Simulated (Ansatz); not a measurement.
Input file for Ansatz (a program for electronic structure): SC-NEVPT2 on CASSCF(2,2)/cc-pV(D+d)Z on SiH2 (SMILES [SiH2]), a point of a bond scan (R = 4.113 Å). Files ending in .json are basis or fitting sets from the Basis Set Exchange.

Ansatz 0.2 input:
```yaml
crystal:
  periodic: [false, false, false]
  atoms:
    - {symbol: Si, position_ang: [0.01417596, -0.00086442, 0.13209978]}
    - {symbol: H, position_ang: [-0.32724420, -2.92797068, -2.73675217]}
    - {symbol: H, position_ang: [-0.08618752, 1.09707968, -0.91895895]}
basis:
  gaussian:
    orbitals: cc-pV_D+d_Z.json
    pivot_positions_ang: [[0.01417596, -0.00086442, 0.13209978], [-0.32724420, -2.92797068, -2.73675217], [-0.08618752, 1.09707968, -0.91895895]]
magnetization: {spin_polarized: false}
correlation: {method: sc_nevpt2, electrons: outside_noble_gas, active_space: {window: {electrons: 2, orbitals: 2}}}
output: {orbitals: {seedname: ./end}}
```

Q: Give the final energy of this run.

A: -289.9978 hartree.
